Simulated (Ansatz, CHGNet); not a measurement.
Voigt–Reuss–Hill shear modulus (GPa) of 22 elemental solids other than molecular ones, computed with the machine-learned potential CHGNet-r²SCAN (trained on r²SCAN data) and with r²SCAN in Ansatz (plane waves, PAW). The set holds measured phases with no doubt noted on the run or the magnetic state but for the caveats below. 4 more of the class have both values but aren't in it, for one of these reasons: built or high-temperature cells, doubts on the run or the magnetic state, unlike cells, values of zero, layered or molecular crystals. Solids without a value at one level (not run, failed, or a magnetic order lost), or held back for tests, aren't counted.

All rows, in order of the shift (worked out from unrounded values):

```tsv
solid	CHGNet-r²SCAN	r²SCAN	shift (%)
bcc K	1.93	1.23	-36
fcc Sr	6.44	5.19	-19.3
bcc Na	2.97	3.06	+3.0
hcp Tl	3.32	4.10	+24
fcc Ag	18.5	29.8	+61
fcc Cu	35.8	59.2	+65
bcc Li	2.35	5.01	+114
fcc Al	15.9	35.5	+123
diamond	230	549	+138
fcc Ca	3.88	9.46	+144
hcp Mg	8.38	23.9	+185
hcp Sc	9.20	27.6	+200
hcp Ti	13.5	51.9	+284
diamond-structure Si	17.7	68.6	+286
hcp Be	39.6	173	+337
hcp Zr	9.01	40.9	+354
hcp Os	61.8	281	+356
fcc Ir	47.3	239	+406
fcc Pb	1.77	10.3	+481
diamond-structure Ge	8.72	55.4	+535
hcp Y	3.17	24.7	+680
hcp Cd	2.36	24.7	+943
```

The shift from CHGNet-r²SCAN to r²SCAN has a median of +192 %, and eight in ten lie between +5.1 % and +530 %; r²SCAN is the larger in 20 of 22. Each level is at its own cell, so the shift holds the change of volume too.

Ansatz's runs of these crystals have no spin polarisation. Meta-GGA and hybrid levels favour moments, which can bear on hcp Sc, hcp Ti, hcp Y.

Spin–orbit coupling is left out, also for the solids with elements from indium on (hcp Os, hcp Tl, fcc Ir, fcc Pb); its size isn't shown.

Each level is taken at its own relaxed cell. Ansatz's density-functional and Hartree–Fock values are scalar-relativistic unless marked +SOC, with PAW data made under PBE.

Ansatz is a program for electronic structure.
